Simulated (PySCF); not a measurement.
Compound: C₅H₃N.
Bonds: C1–C2 (triple), C2–C3, C3–C4 (double), C3–C5, C5–N6 (triple). Hydrogens: H7 on C1; H8, H9 on C4.

Computed with MP2 and CCSD/aug-cc-pVDZ in PySCF, restricted Hartree–Fock reference, 6 core orbitals frozen, non-relativistic, gas phase, PBE0-D3(BJ)/def2-SVP geometry.

E(HF) = -245.46197 Eh.

Question: How large is the problem?

Answer: 165 basis functions and 40 electrons; 6 orbitals frozen, which leaves o = 14 correlated occupied and v = 145 virtual orbitals. That is o·v = 2030 singles and o·v(o·v + 1)/2 = 2061465 distinct closed-shell doubles amplitudes before symmetry; the costliest CCSD step grows as o²v⁴ = 8.7 × 10^10.

Question: What are the MP2 and CCSD correlation energies?

Answer: MP2 -0.8112 Eh and CCSD -0.8368 Eh, which gives totals of -246.27318 and -246.29881 Eh. That is 0.813 eV for each correlated electron at CCSD (2197 kJ/mol in all, 0.340 % of the total energy); MP2 gives 96.9 % of the CCSD value.

Question: What is the T1 diagnostic?

Answer: 0.0137, below the customary warning level of 0.02. It is the norm of the spatial-orbital singles amplitudes over the root of the number of correlated electrons, so the norm is 0.072.

Question: How does correlation change the dipole moment?

Answer: HF gives 4.36 D and CCSD (unrelaxed density) 3.82 D, a change of -0.54 D.

Connected triples and the basis-set limit are missing.

The job also held the EOM ionisation roots. Hardware: one thread, Arm Neoverse V1 (shared host). Cost: 7.7 min.
